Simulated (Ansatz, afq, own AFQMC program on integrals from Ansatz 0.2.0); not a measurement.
AFQMC on a folder of integrals that Ansatz 0.2.0 wrote.

```yaml
crystal:
  periodic: [false, false, false]
  atoms:
    - {symbol: B, position_ang: [0.000000, 0.000000, -1.467200]}
    - {symbol: N, position_ang: [0.000000, 0.000000, -0.205200]}
    - {symbol: Ga, position_ang: [0.000000, 0.000000, 1.672400]}
basis:
  gaussian: {orbitals: cc-pVDZ}
magnetization: {spin_polarized: true, initial_magnetization: 1}
correlation: {method: ccsd_t, electrons: outside_noble_gas, hamiltonian_folder: ham}
```

```sh
$ ansatz run in.yaml --threads 1 --pin off --events-out ev --progress --plain --max-ram 1843MiB
```

afq runs on the folder ham with

```
--method phaseless --trial hf --walkers 120 --populations 1 --least-time 40 --time-step 0.005 --steps-per-block 20 --equilibration-blocks 112 --max-blocks 600 --target-error 0.0012000 --factor-cut 1e-05 --start spin_pure --seed 637 --taylor-order 6
```

Times are imaginary, in 1/Eh. The walk had a cap of 1475 s. Filled inner d shells are frozen with the cores.

Log:

```
orbitals 39  electrons 6 5  factors 300 of 593
reference energy -2002.32889221 Eh
CCSD correlation -0.27307138 Eh in 16 cycles, weight of the determinant in the CISD state 0.8463
energy of the start -2002.330972 Eh
 block  time / (1/Eh)  mean weight  energy / Eh
     1     0.100  1.0007  -2002.396467
     2     0.200  1.0018  -2002.442551
     3     0.300  1.0010  -2002.464433
     4     0.400  1.0018  -2002.488762
     5     0.500  1.0011  -2002.496233
     7     0.700  1.0020  -2002.555953
     9     0.900  1.0020  -2002.573521
    18     1.800  0.9995  -2002.599536
    52     5.200  1.0000  -2002.596918
    86     8.600  1.0023  -2002.741295
   120    12.000  1.0015  -2002.593545
   154    15.400  0.9999  -2002.618087
   188    18.800  1.0014  -2002.594350
   222    22.200  0.9972  -2002.644827
   256    25.600  0.9966  -2002.612992
   290    29.000  0.9995  -2002.593883
   324    32.400  0.9992  -2002.579835
   358    35.800  1.0003  -2002.630164
   392    39.200  0.9989  -2002.607350
   426    42.600  1.0022  -2002.650985
   460    46.000  0.9977  -2002.605398
   494    49.400  1.0020  -2002.630072
   528    52.800  1.0026  -2002.583923
   562    56.200  0.9996  -2002.571790
   596    59.600  1.0004  -2002.601062
   630    63.000  0.9991  -2002.601012
   664    66.400  1.0004  -2002.592701
   698    69.800  1.0015  -2002.593338
blocks merged  error / Eh  count
     1  0.000986  600
     2  0.001283  300
     4  0.001653  150
     8  0.001962  75
    16  0.002001  37
    32  0.002005  18
    64  0.002612  9
energy -2002.613338 +/- 0.002005 Eh
(rows thinned)
```

The run passed its tests (sampling time, drift between the halves within three errors, error under three times the target), which doesn't prove that it has relaxed.

Against this walk (error 54.6 meV) on the same determinant: CCSD(T) 27.2 meV lower (within the noise), CCSDT(Q) 94.0 meV lower (within the noise), a separate phaseless walk with a CISD trial and standard settings 29.2 ± 58.5 meV lower (within the noise). The error is statistical and leaves out the bias of the constraint.

Cautions: constraint bias not in the error; error above the target (54.6 against 32.7 meV); no relativity below Rb; no spin-orbit coupling; inner d shell frozen; unrestricted determinant slightly spin contaminated (⟨S²⟩ 0.83 against 0.75).

The walk took 5.1 min on 1 thread of Arm Neoverse V1 (shared host). The log's last line is the phaseless energy.

CCSDT and higher add their correlation energy to the determinant of the CCSD(T) run, since their own runs factorise the integrals more tightly (a shift of under 2 meV). A walk keeps the symmetry of its determinant, which the program's search chose and which needn't be the lowest solution, so a lower state of the same spin and another symmetry isn't excluded.
